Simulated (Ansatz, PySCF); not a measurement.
C₃H₉N, SMILES CN(C)C. Atoms are numbered in the order given.

```xyz
13

C     -1.2021    -0.6940    -0.0595
N      0.0000     0.0000     0.3479
C      0.0000     1.3881    -0.0594
C      1.2021    -0.6940    -0.0595
H     -1.3183    -0.7613    -1.1679
H     -2.0914    -0.1791     0.3377
H     -1.2008    -1.7216     0.3379
H      0.0000     1.5225    -1.1679
H      0.8906     1.9008     0.3379
H     -0.8906     1.9008     0.3379
H      1.3183    -0.7613    -1.1679
H      2.0914    -0.1791     0.3377
H      1.2008    -1.7216     0.3379
```

The structure is a stationary point at B3LYP-D3(BJ)/def2-SVP.

Two levels are set side by side: PBE-D3(BJ)/def2-SVP (Ansatz, a quantum-chemistry and plane-wave program) and B3LYP-D3(BJ)/def2-SVP (Ansatz). Each level has its own optimised geometry; the coordinates shown are those of the second. Frequencies come from the Hessian of PySCF at each geometry. Differences are taken from unrounded values.

| quantity | B3LYP-D3(BJ) | PBE-D3(BJ) | PBE-D3(BJ) minus B3LYP-D3(BJ) |
|---|---|---|---|
| mean bond length (Å) | 1.192 | 1.198 | 0.007 |
| bond C1–N2 (Å) | 1.447 | 1.449 | 0.002 |
| bond N2–C3 (Å) | 1.447 | 1.449 | 0.002 |
| bond N2–C4 (Å) | 1.447 | 1.449 | 0.002 |
| bond C1–H5 (Å) | 1.117 | 1.126 | 0.009 |
| bond C1–H6 (Å) | 1.102 | 1.110 | 0.008 |
| bond C1–H7 (Å) | 1.102 | 1.110 | 0.008 |
| bond C3–H8 (Å) | 1.117 | 1.126 | 0.009 |
| bond C3–H9 (Å) | 1.102 | 1.110 | 0.008 |
| bond C3–H10 (Å) | 1.102 | 1.110 | 0.008 |
| bond C4–H11 (Å) | 1.117 | 1.126 | 0.009 |
| bond C4–H12 (Å) | 1.102 | 1.110 | 0.008 |
| bond C4–H13 (Å) | 1.102 | 1.110 | 0.008 |
| highest harmonic wavenumber (cm⁻¹) | 3109 | 3051 | -58 |
| mean harmonic wavenumber (cm⁻¹) | 1590 | 1548 | -42 |
| zero-point energy (kcal/mol) | 75.02 | 73.02 | -2.00 |

Exact exchange shortens and stiffens bonds; PBE has none. Differences between two approximate levels are no errors against the true value.
